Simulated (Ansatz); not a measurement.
Which is lower?

Two relaxed structures of CH$_{3}$OSi, doublet (PBE0-D4/def2-TZVP; forces vanish, vibrations not checked).

A:

```tsv
atom	x (Å)	y (Å)	z (Å)
O1	1.0135	-1.7282	1.5559
C2	-0.2150	0.3600	-0.2115
Si3	0.7541	-1.2254	0.1404
H4	-1.0909	0.1228	-0.8197
H5	0.4146	1.0543	-0.7728
H6	-0.5169	0.7998	0.7403
```

B:

O1  (1.035, -1.739, 1.143)
C2  (0.712, -1.161, 0.179)
Si3  (-0.269, 0.447, -0.205)
H4  (-1.377, -0.033, -1.063)
H5  (0.693, 1.247, -0.998)
H6  (-0.794, 1.239, 0.944)
(Å)

Ansatz 0.2.0; basis: def2-TZVPP; cores frozen in the correlated methods; orbitals are unrestricted. B3LYP uses VWN-RPA correlation.

(1) Which structure is lower at CCSD(T), and by how much? (An estimate is asked for; the value comes from the calculation.)

No T1 diagnostic of these runs exceeds 0.025. ⟨S²⟩ of the unrestricted Hartree–Fock references: 0.77 (a pure state has 0.75).

Answers

(1) By the calculation: A, by 1.215 eV (electronic energy, against the other). By their contacts, A is CH₃OSi ([CH3][Si][O]) and B is CH₃OSi ([O][C][SiH3]).

All methods give the same order:

```tsv
method	E(B) − E(A) (eV)
PBE-D4	1.326
r2SCAN-D4	1.304
PBE0-D4	1.251
B3LYP-D4	1.210
wB97M-V	1.212
HF	0.709
MP2	1.444
CCSD	1.144
CCSD(T)	1.215
```

Labels in which every atom is bracketed show which atoms are joined, not bond orders.

For scale, one of the runs: CCSD(T)/def2-TZVPP, 146 basis functions, launched by `ansatz run in.yaml --threads 2 --pin off --events-out ev --progress --plain --max-ram 4352MiB`. Hardware: 2 CPU threads of an Intel Xeon 6975P-C, shared host. Wall time 19 s; peak host memory 2.2 GiB.
